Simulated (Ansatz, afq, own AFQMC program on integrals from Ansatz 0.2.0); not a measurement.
SiNH2, quartet → SiNH2, sextet

```json
{"atom": "Si", "x (Å)": "0.0095", "y (Å)": "-0.1038", "z (Å)": "0.6022"}
{"atom": "N", "x (Å)": "-0.0872", "y (Å)": "0.1443", "z (Å)": "-1.1807"}
{"atom": "H", "x (Å)": "0.2656", "y (Å)": "1.1829", "z (Å)": "1.3191"}
{"atom": "H", "x (Å)": "0.6831", "y (Å)": "-0.2976", "z (Å)": "-1.6914"}
```

Connectivity, by distances: SiH–NH.

E(sextet, charge +0) − E(quartet, charge +0) at this geometry, on UHF and UHF determinants.

Basis cc-pVDZ. Noble-gas cores (and the filled d shells of Ga–Kr and In–Xe) are frozen. Ansatz 0.2.0 and our own AFQMC program on the same integrals; the CISD trial comes from CCSD amplitudes, and released means the phaseless constraint is let go. Error bars are statistical, one sigma. The errors of all members are added in quadrature.

No full CI on the walks' own integrals is used here; CCSDT(Q) serves as the reference and is uncertain by about the last step of the cluster series. Each member takes its own surest rung, up to full CI.

Errors are counted within cc-pVDZ, not against nature.

Cautions: SiNH₂ (quartet): another spin lies lower; SiNH₂ (sextet): another spin lies lower, the released energies move by 1.5 errors or more from one time to the next, so no released level is given (meV from the phaseless value at times in 1/Eh: -7 ± 3 at 0.24, -12 ± 3 at 0.51, -11 ± 3 at 0.99, -10 ± 3 at 1.62, -17 ± 3 at 2.40), though the last usable value meets CCSDT(Q) within the noise, the ph-AFQMC/HF walk drifts between its halves (2.5 errors); the upper state may be diffuse, so the gap hangs on the basis; core correlation is missing, and it shifts such a gap most where an s electron is promoted.

Reference (CCSDT(Q)): 6.738 eV.

```json
{"level": "HF", "vertical spin gap (eV)": "5.986", "error against CCSDT(Q) (eV)": "-0.752"}
{"level": "MP2", "vertical spin gap (eV)": "6.809", "error against CCSDT(Q) (eV)": "0.071"}
{"level": "CCSD", "vertical spin gap (eV)": "6.715", "error against CCSDT(Q) (eV)": "-0.023"}
{"level": "CCSD(T)", "vertical spin gap (eV)": "6.738", "error against CCSDT(Q) (eV)": "0.000"}
{"level": "CCSDT", "vertical spin gap (eV)": "6.733", "error against CCSDT(Q) (eV)": "-0.005"}
{"level": "ph-AFQMC/HF", "vertical spin gap (eV)": "6.751 ± 0.034", "error against CCSDT(Q) (eV)": "0.013 ± 0.034"}
{"level": "ph-AFQMC/CISD", "vertical spin gap (eV)": "6.740 ± 0.005", "error against CCSDT(Q) (eV)": "0.002 ± 0.005"}
```

Correlation beyond CCSD(T) changes it by less than 2 meV. The perturbative (T) step is worth +0.024 eV.
